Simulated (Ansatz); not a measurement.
# AlCN (triplet): from Hartree-Fock to the top rungs, cc-pVDZ

Aim: climb from Hartree-Fock through coupled cluster for AlCN (triplet) at one geometry and basis, and see what each rung misses.

Program: Ansatz 0.2.0, Gaussian basis. Level of theory: cc-pVDZ, correlated electrons: outside noble gas. These are calculated values, not measurements.

Plan: UHF; CCSD(T) on ROHF; CCSD(T) on UHF; BCCD(T) on ROHF; CISD; CCSDT(Q) on ROHF; CCSDT(Q) on UHF.

## 1. The system

The geometry is a PBE0/def2-TZVP stationary point (not a proven minimum) of the parent state, kept for this charge and spin.

3 atoms, charge 0, spin multiplicity 3.

Atoms are counted from 1 here; the program's logs count them from 0.

Bond lengths: Al1–C2 2.025 Å, C2–N3 1.157 Å. Angles: Al1–C2–N3 180.0°.

Coordinates:

```
Al    0.00000    0.00000    1.73590
C     0.00000    0.00000   -0.28940
N     0.00000    0.00000   -1.44650
```

In the tables R marks a restricted open-shell determinant and U an unrestricted one; correlation energies count from the lowest restricted Hartree-Fock solution.

## 2. UHF

The input, in.yaml:

```yaml
crystal:
  periodic: [false, false, false]
  atoms:
    - {symbol: Al, position_ang: [0.000000, 0.000000, 1.735900]}
    - {symbol: C, position_ang: [0.000000, 0.000000, -0.289400]}
    - {symbol: N, position_ang: [0.000000, 0.000000, -1.446500]}
basis:
  gaussian: {orbitals: cc-pVDZ}
magnetization: {spin_polarized: true, initial_magnetization: 2}
hamiltonian: {xc: hf}
output: {orbitals: {seedname: orbitals}}
```

The run is started by

```
$ ansatz run in.yaml --threads 1 --pin off --events-out ev --progress --plain --max-ram 2393MiB
```

The runs that follow: CCSD(T) on ROHF; CCSD(T) on UHF; BCCD(T) on ROHF; CISD; CCSDT(Q) on ROHF; CCSDT(Q) on UHF.

Q: Predict the results of all the runs planned. Wanted: correlation energy, RCCSDT(Q); RMP2 from RCCSDT(Q); UMP2 from RCCSDT(Q); RCCSD from RCCSDT(Q); RCCSD(T) from RCCSDT(Q); UCCSD(T) from RCCSDT(Q); UCCSDT(Q) from RCCSDT(Q); T1 diagnostic.

The runs gave:

| quantity | value |
| --- | --- |
| correlation energy, RCCSDT(Q) | -8.8299 eV |
| RMP2 from RCCSDT(Q) | +70.8 kJ/mol |
| UMP2 from RCCSDT(Q) | +72.2 kJ/mol |
| RCCSD from RCCSDT(Q) | +43.3 kJ/mol |
| RCCSD(T) from RCCSDT(Q) | +5.9 kJ/mol |
| UCCSD(T) from RCCSDT(Q) | +5.9 kJ/mol |
| UCCSDT(Q) from RCCSDT(Q) | -0.2 kJ/mol |
| levels of the table within 1 kcal/mol (43 meV) | UCCSDT(Q) |
| T1 diagnostic | 0.023 |

RCCSD(T) misses by +5.9 kJ/mol, 0.7 % of the correlation energy. These misses are within one basis, not against nature; the frozen cores of restricted and unrestricted runs differ, which can shift their rows.
